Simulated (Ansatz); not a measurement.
Relaxation of AlClH₅N (8 atoms, charge 0, multiplicity 1), to a largest force component of 0.03 eV/Å in at most 50 steps.

These are results of RKS PBE0/def2-SVP in Ansatz, not measurements.

```xyz
8
Properties=species:S:1:pos:R:3
Al 0.098 -0.497 -0.577
N 0.049 -0.126 2.498
H -0.776 -0.157 3.093
H 0.848 0.114 3.081
Cl 1.887 0.338 -1.330
H -1.269 0.080 -1.117
H 0.238 -1.744 0.366
H 0.203 -1.081 2.118
```

Task: Where does it end, and by what steps?

Result: The run converged. After 8 steps the energy has fallen by 1.238 eV; H4 moved furthest, 0.93 Å. Joined: Al1–N2 (3.10 → 2.06 Å).

| step | energy less start (eV) | largest force component (eV/Å) | accepted |
| --- | --- | --- | --- |
| 0 | 0.0000 | 0.861 | yes |
| 1 | -0.2436 | 1.479 | yes |
| 2 | -0.5599 | 2.079 | yes |
| 3 | -0.9567 | 0.748 | yes |
| 4 | -1.1088 | 0.538 | yes |
| 5 | -1.1830 | 0.958 | yes |
| 6 | -1.2262 | 0.176 | yes |
| 7 | -1.2357 | 0.101 | yes |
| 8 | -1.2380 | 0.026 | yes |

```xyz
8
Properties=species:S:1:pos:R:3
Al 0.042 -0.593 -0.024
N 0.108 -0.293 2.018
H -0.762 0.088 2.394
H 0.851 0.389 2.191
Cl 1.865 0.476 -0.470
H -1.303 0.179 -0.396
H 0.144 -2.181 -0.129
H 0.333 -1.137 2.547
```

Run time: 25 s on 1 thread of Arm Neoverse V2 (shared host), peak memory 0.16 GiB.
